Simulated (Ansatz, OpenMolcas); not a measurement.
Heat of formation of C2H4 (ethylene) from total energies

C2H4: 6 atoms, total charge 0, spin state singlet. SMILES: `C=C`. The shape is that of a PBE0-D4/def2-TZVP optimisation.

Total energies at BLYP/def2-TZVP (OpenMolcas 26.06); the atoms run unrestricted:

| species | state | energy (Eh) |
| --- | --- | --- |
| C2H4 | singlet | -78.575527 |
| C | triplet | -37.846558 |
| H | doublet | -0.497552 |

Harmonic wavenumbers at PBE0-D4/def2-TZVP, in cm⁻¹: 828, 979, 984, 1067, 1239, 1382, 1466, 1704, 3146, 3162, 3222, 3250.

Measured heats of formation of the gaseous atoms at 298.15 K, in kJ/mol: C 716.9, H 218.0. Take 1 Eh = 2625.50 kJ/mol, 1 cm⁻¹ = 0.0119627 kJ/mol, RT = 2.479 kJ/mol.

**Question.** Work out the heat of formation of the gas at 298 K.

**Answer.** 
1. Electronic atomisation energy: 2 × (-37.846558) + 4 × (-0.497552) − (-78.575527) = 0.892203 Eh = 2342.5 kJ/mol.
2. Zero-point energy: half the sum of the wavenumbers, 11214.5 cm⁻¹ = 134.2 kJ/mol.
3. Thermal vibrational enthalpy, Σ hcν̃/(exp(hcν̃/kT) − 1): 0.5 kJ/mol. Translation, rotation and pV of a non-linear molecule: 4 RT = 9.9 kJ/mol.
4. The 6 free atoms carry 5/2 RT each: 37.2 kJ/mol.
5. Atomisation enthalpy at 298 K: 2342.5 − 134.2 − 0.5 − 9.9 + 37.2 = 2235.1 kJ/mol.
6. Sum of the atoms' heats of formation: 2305.8 kJ/mol. Heat of formation: 2305.8 − 2235.1 = +70.7 kJ/mol.

The tabulated value is +52.6 kJ/mol (Active Thermochemical Tables), so this level is off by +18.1 kJ/mol, or 0.8 % of the atomisation enthalpy. Anharmonicity and any spin-orbit splitting of the molecule are left out.
